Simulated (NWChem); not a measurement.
Correlation energy of methane (CH4)

```
C
H 1 1.0981
H 1 1.0981 2 109.47
H 1 1.0981 2 109.47 3 120.00
H 1 1.0981 2 109.47 4 120.00
```
Charge 0, spin multiplicity 1.

Program: NWChem. Structure: optimised with PBE0/def2-SVP, a minimum by its harmonic frequencies.

Basis set: cc-pVDZ. Each correlation energy counts from its own Hartree-Fock reference.

The correlated methods keep 1 core orbital frozen. Coupled-cluster values serve here as a point of comparison, not as the truth.

**Question.** One of these methods gave a correlation energy of -161.6 mHa. Which?
A) SCS-MP2
B) CCSD
C) RI-MP2
D) CR-CCSD[T]

**Answer.** C, RI-MP2. The others give -185.2 (CCSD), -188.6 (CR-CCSD[T]), -167.7 (SCS-MP2).
